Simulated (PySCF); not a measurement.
Gas-phase reaction: 2 AlH3 + 6 F ⇌ 2 AlF3 + 3 H2

Method: PySCF energies (xtb for GFN2) plus ideal-gas RRHO corrections (1 bar). † marks an energy on the PBE0/def2-TZVP geometry and frequencies; other levels use their own. MP2 freezes the core. 6-31G* has spherical d functions here. Open shells (unrestricted): F (multiplicity 2); the rest are closed-shell singlets. GFN2 has no spin-polarisation term. Spin-orbit splitting is ignored; it lowers the true energy and changes the entropy of F. B3LYP is the form with VWN-RPA correlation. AlH3: computed as isolated molecules; such fragments, hydroxides, amides, oligomers or adducts are transient or little studied in the gas. MP2 isn't extrapolated to the basis-set limit.

MP2/def2-SVP† gives ΔH°(298 K) = -3075 kJ.

Problem. What do PBE/def2-SVP, GFN2-xTB, B3LYP/6-31G* give?

Solution. PBE/def2-SVP: -3105 kJ; GFN2-xTB: -2773 kJ; B3LYP/6-31G*: -3024 kJ. For scale, ΔH°(298 K) is -3075 kJ at this level, -3080 kJ at ωB97M-V/def2-TZVP†, and runs from -3535 to -2233 kJ over the 20 levels computed.
